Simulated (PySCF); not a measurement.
Excitations are Tamm–Dancoff values on a coarser integration grid.

Species: C₃H₃N, SMILES `C=CC#N` (charge 0, multiplicity 1).

Problem. What is the computed T1 excitation (TDA), LUMO and brightest of the four lowest singlets (TDA) (PBE0-D4/def2-TZVPD (PySCF))?

Solution. 
| Item | Result |
|---|---|
| T1 excitation (TDA) | 3.71 eV |
| LUMO | -1.74 eV |
| brightest of the four lowest singlets (TDA) | 6.64 eV |
